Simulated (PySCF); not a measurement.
## Working with the constants of MgO

UHF-CCSD(T) constants of MgO, ³Π (triplet), unpaired electrons σ ↑, π ↑ (PySCF, no relativity, basis sets Mg 6-31G(d,p), O 6-31G(d,p); masses 23.9850 and 15.9949 u):

| Item | Value |
| --- | --- |
| ωe | 636.2 cm⁻¹ |
| ωexe | 3.31 cm⁻¹ |
| Be | 0.48521 cm⁻¹ |
| αe | 0.00397 cm⁻¹ |
| D (centrifugal) | 1.13e-06 cm⁻¹ |
| De to Mg + O | 1.83 eV |

Question: Give the vibrational terms G(v) and spacings up to v = 6.

Answer: G(v) = ωe(v+½) − ωexe(v+½)².

| v | G(v) (cm⁻¹) | G(v) − G(v−1) | Bv (cm⁻¹) |
| --- | --- | --- | --- |
| 0 | 317 |  | 0.4832 |
| 1 | 947 | 630 | 0.4793 |
| 2 | 1570 | 623 | 0.4753 |
| 3 | 2186 | 616 | 0.4713 |
| 4 | 2796 | 610 | 0.4673 |
| 5 | 3399 | 603 | 0.4634 |
| 6 | 3995 | 596 | 0.4594 |

Correlated steps freeze 2 core orbitals. Correlated levels converge slowly with the basis: in double zeta they bind strong bonds too weakly, by up to about 1 eV, and carry superposition errors of some tenths. The state was picked by a PBE0 search and need not be the measured ground state.
